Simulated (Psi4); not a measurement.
# CH2FN (SMILES [H]/N=C/F) at 3 levels

We compute a comparison of 3 runs (wB97X/STO-3G, M06-2X/3-21G, SVWN5/6-31G) of CH2FN. 

The results are computed with Psi4 1.11.

1 further run of the same task is left out (set aside as unsound or not needed).

**1. The system as given**

CH2FN: 5 atoms, total charge 0, spin state singlet. As SMILES, `[H]/N=C/F`. Geometry: relaxed at PBE0-D4/def2-TZVP.

Bond lengths: N1–C2 1.242 Å, C2–F3 1.328 Å, N1–H4 1.016 Å, C2–H5 1.092 Å. Angles: N1–C2–F3 120.0°, N1–C2–H5 129.8°, F3–C2–H5 110.2°, C2–N1–H4 110.6°.

**2. Energy and forces at wB97X/STO-3G (run 1)**

ch2fn.dat reads:

```
memory 1600 mb

molecule molecule1 {
  N
  C 1 R2
  F 2 R3 1 A3
  H 1 R4 2 A4 3 D4
  H 2 R5 1 A5 4 D5

  R2 = 1.241946
  R3 = 1.328461
  A3 = 120.03013
  R4 = 1.015738
  A4 = 110.55077
  D4 = -179.98971
  R5 = 1.091757
  A5 = 129.76896
  D5 = 0.02442
  symmetry c1
  no_reorient
  no_com
}

set globals {
  basis STO-3G
  puream true
  e_convergence 1e-09
  d_convergence 1e-08
  scf_type pk
  dft_radial_points 99
  dft_spherical_points 590
}

energy_value, wavefunction = gradient('wb97x', return_wfn=True)
oeprop(wavefunction, 'QUADRUPOLE', 'WIBERG_LOWDIN_INDICES', 'MAYER_INDICES', title='WB97X')
```

Started as:

```console
psi4 -n 1 ch2fn.dat ch2fn.out
```

ch2fn.out:

```text
[...]
  Running in c1 symmetry.
[...]
  Nuclear repulsion =   68.557570891219385
[...]
  Multiplicity = 1
[...]
  Nalpha       = 12
  Nbeta        = 12
[...]
    Number of basis functions: 17
[...]
   @RKS iter   1:  -191.06304650708711   -1.16789e+00   2.41027e-02 DIIS/ADIIS
[...]
   @RKS iter  10:  -191.17343708746057   -3.12639e-12   6.61508e-09 DIIS
[...]
    Orbital Energies [Eh]
    ---------------------
    Doubly Occupied:
       1A    -24.487333     2A    -14.189526     3A    -10.199932
       4A     -1.275719     5A     -1.008530     6A     -0.683549
       7A     -0.612054     8A     -0.504721     9A     -0.476546
      10A     -0.352665    11A     -0.309714    12A     -0.296915
[...]
  @RKS Final Energy:  -191.17343708746057
   => Energetics <=
    Nuclear Repulsion Energy =             68.5575708912193846
    One-Electron Energy =                -399.4299511270103835
    Two-Electron Energy =                 156.4917253709074316
    DFT Exchange-Correlation Energy =     -16.7927822225769816
    Empirical Dispersion Energy =           0.0000000000000000
    VV10 Nonlocal Energy =                  0.0000000000000000
    Total Energy =                       -191.1734370874605702
[...]
  -Total Gradient:
     Atom            X                  Y                   Z
    ------   -----------------  -----------------  -----------------
       1       -0.000018155237     0.039732998065     0.085516046001
       2        0.000019250769    -0.014870173009    -0.070806794443
       3        0.000001346382     0.037263417731    -0.018991907621
       4        0.000007607112    -0.041346072813     0.013896120140
       5       -0.000010009895    -0.020815088772    -0.009624439426
[...]
 Multipole Moments:
 ------------------------------------------------------------------------------------
     Multipole            Electronic (a.u.)      Nuclear  (a.u.)        Total (a.u.)
 ------------------------------------------------------------------------------------
 L = 1.  Multiply by 2.5417464519 to convert [e a0] to [Debye]
 Dipole X            :          0.0000479           -0.0000332            0.0000147
 Dipole Y            :         -2.4095023            3.1592467            0.7497444
 Dipole Z            :          1.7606829           -1.3554589            0.4052240
 Magnitude           :                                                    0.8522460
 L = 2.  Multiply by 1.3450342976 to convert [e a0^2] to [Debye ang]
 Quadrupole XX       :        -11.1986615            0.0000003          -11.1986612
 Quadrupole XY       :          0.0002089           -0.0000904            0.0001185
[...]
```

It took 5.1 s on 1 thread of Intel Xeon 6975P-C (Granite Rapids), shared host; peak memory 0.35 GiB.

**3. A single-point energy at M06-2X/3-21G (run 2)**

calc.py reads:

```python
import psi4

psi4.set_memory(1600000000)
psi4.set_num_threads(1)
psi4.core.set_output_file('psi4.out', False)

geom = psi4.geometry("""
0 1
N     -0.719900    -0.454400    -0.439800
C      0.296500    -0.034500     0.137300
F      1.242400    -0.884800     0.520800
H     -1.343900     0.314100    -0.667300
H      0.574800     0.986000     0.407600
symmetry c1
""")

psi4.set_options({
    'basis': '3-21G',
    'puream': True,
    'e_convergence': 1e-09,
    'd_convergence': 1e-08,
    'scf_type': 'pk',
    'dft_radial_points': 99,
    'dft_spherical_points': 590,
})

result, w = psi4.energy('M06-2X', return_wfn=True)
psi4.oeprop(w, 'WIBERG_LOWDIN_INDICES', 'MAYER_INDICES', 'DIPOLE')
print('E =', round(result, 9))
```

Started as:

```console
python calc.py
```

psi4.out:

```text
[...]
  Running in c1 symmetry.
[...]
  Nuclear repulsion =   68.557568990751790
[...]
  Multiplicity = 1
[...]
  Nalpha       = 12
  Nbeta        = 12
[...]
    Number of basis functions: 31
[...]
   @RKS iter   1:  -192.61919566612491   -3.07351e-01   1.54191e-02 DIIS/ADIIS
[...]
   @RKS iter  10:  -192.71833781376270   -4.63274e-12   8.50579e-09 DIIS
[...]
    Orbital Energies [Eh]
    ---------------------
    Doubly Occupied:
       1A    -25.156402     2A    -14.694242     3A    -10.624441
       4A     -1.383541     5A     -1.055558     6A     -0.722946
       7A     -0.651105     8A     -0.571100     9A     -0.561501
      10A     -0.478813    11A     -0.384590    12A     -0.353757
[...]
  @RKS Final Energy:  -192.71833781376270
   => Energetics <=
    Nuclear Repulsion Energy =             68.5575689907517898
    One-Electron Energy =                -400.0426259906127484
    Two-Electron Energy =                 150.0018491521561543
    DFT Exchange-Correlation Energy =     -11.2351299660579151
    Empirical Dispersion Energy =           0.0000000000000000
    VV10 Nonlocal Energy =                  0.0000000000000000
    Total Energy =                       -192.7183378137627017
[...]
 Multipole Moments:
 ------------------------------------------------------------------------------------
     Multipole            Electronic (a.u.)      Nuclear  (a.u.)        Total (a.u.)
 ------------------------------------------------------------------------------------
 L = 1.  Multiply by 2.5417464519 to convert [e a0] to [Debye]
 Dipole X            :          2.0283431           -2.2130093           -0.1846662
 Dipole Y            :         -1.2861453            2.4948084            1.2086631
 Dipole Z            :          0.8887771           -0.8346456            0.0541315
 Magnitude           :                                                    1.2238866
[...]
```

On the terminal:

```text
E = -192.718337814
```

It took 13 s on 1 thread of Intel Xeon 6975P-C (Granite Rapids), shared host; peak memory 0.76 GiB.

**4. Energy and gradient at SVWN5/6-31G (run 3)**

job.inp reads:

```
memory 1.6 GB

molecule {
  0 1
  N
  C 1 R2
  F 2 R3 1 A3
  H 1 R4 2 A4 3 D4
  H 2 R5 1 A5 4 D5

  R2 = 1.241946
  R3 = 1.328461
  A3 = 120.03013
  R4 = 1.015738
  A4 = 110.55077
  D4 = -179.98971
  R5 = 1.091757
  A5 = 129.76896
  D5 = 0.02442
  units angstrom
  symmetry c1
}

set {
  basis 6-31G
  puream true
  e_convergence 1e-09
  d_convergence 1e-08
  scf_type pk
  dft_radial_points 99
  dft_spherical_points 590
}

energy_value, wavefunction = gradient("scf", dft_functional={"name": "SVWN5", "x_functionals": {"LDA_X": {}}, "c_functionals": {"LDA_C_VWN": {}}}, return_wfn=True)
oeprop(wavefunction, "MAYER_INDICES", "QUADRUPOLE", "LOWDIN_CHARGES")
```

Started as:

```console
psi4 -i job.inp -o job.out -n 1
```

job.out:

```text
[...]
  Running in c1 symmetry.
[...]
  Nuclear repulsion =   68.557570891219385
[...]
  Multiplicity = 1
[...]
  Nalpha       = 12
  Nbeta        = 12
[...]
    Number of basis functions: 31
[...]
   @RKS iter   1:  -192.12639209755810    5.08883e-02   2.36654e-02 ADIIS/DIIS
[...]
   @RKS iter  11:  -192.37423178901415   -8.46967e-12   5.29931e-09 DIIS
[...]
    Orbital Energies [Eh]
    ---------------------
    Doubly Occupied:
       1A    -24.115682     2A    -13.873651     3A     -9.907343
       4A     -1.142517     5A     -0.866156     6A     -0.578806
       7A     -0.521434     8A     -0.455600     9A     -0.426723
      10A     -0.341650    11A     -0.290724    12A     -0.246080
[...]
  @RKS Final Energy:  -192.37423178901415
   => Energetics <=
    Nuclear Repulsion Energy =             68.5575708912193846
    One-Electron Energy =                -401.2787475127232710
    Two-Electron Energy =                 162.3995284499600871
    DFT Exchange-Correlation Energy =     -22.0525836174703294
    Empirical Dispersion Energy =           0.0000000000000000
    VV10 Nonlocal Energy =                  0.0000000000000000
    Total Energy =                       -192.3742317890141464
[...]
  -Total Gradient:
     Atom            X                  Y                   Z
    ------   -----------------  -----------------  -----------------
       1       -0.000019530336     0.003728551528     0.020341378857
       2        0.000020384491    -0.017134201203    -0.008730243445
       3        0.000000552989     0.031852140642    -0.020221607094
       4        0.000008730285    -0.012361781937     0.014197992449
       5       -0.000010143789    -0.006097056350    -0.005593487196
[...]
 Multipole Moments:
 ------------------------------------------------------------------------------------
     Multipole            Electronic (a.u.)      Nuclear  (a.u.)        Total (a.u.)
 ------------------------------------------------------------------------------------
 L = 1.  Multiply by 2.5417464519 to convert [e a0] to [Debye]
 Dipole X            :          0.0000454           -0.0000332            0.0000122
 Dipole Y            :         -1.9801173            3.1592467            1.1791295
 Dipole Z            :          1.6218627           -1.3554589            0.2664038
 Magnitude           :                                                    1.2088496
 L = 2.  Multiply by 1.3450342976 to convert [e a0^2] to [Debye ang]
 Quadrupole XX       :        -12.5790187            0.0000003          -12.5790185
 Quadrupole XY       :          0.0002499           -0.0000904            0.0001594
[...]
```

It took 3.3 s on 1 thread of Intel Xeon 6975P-C (Granite Rapids), shared host; peak memory 0.28 GiB.

**5. The series**

```csv
run,level,task,energy (Eh),dipole moment (D),HOMO energy (eV),LUMO energy (eV),wall time
1,wB97X/STO-3G,gradient,-191.173437,2.17,-8.08,5.81,5.1 s
2,M06-2X/3-21G,energy,-192.718338,3.11,-9.63,1.65,13 s
3,SVWN5/6-31G,gradient,-192.374232,3.07,-6.70,-1.27,3.3 s
```

**6. Results**

| quantity | value |
| --- | --- |
| run 3: total energy | -192.37423 Eh |
| run 3: dipole moment | 3.07 D |
| run 3: HOMO energy | -6.70 eV |
| run 3: LUMO energy | -1.27 eV |
| run 3: HOMO–LUMO gap | 5.42 eV |
| run 3: largest force on an atom | 1.940 eV/Å |

The dipole moment (its size) runs from 2.17 D (wB97X/STO-3G) to 3.11 D (M06-2X/3-21G). The two ends differ in method and basis. The HOMO–LUMO gap runs from 5.42 eV (SVWN5/6-31G) to 13.88 eV (wB97X/STO-3G). Totals of different functionals can't be ranked against each other. In run 1 the basis is minimal, so the values are rough. All runs together took 21 s, the longest 13 s.
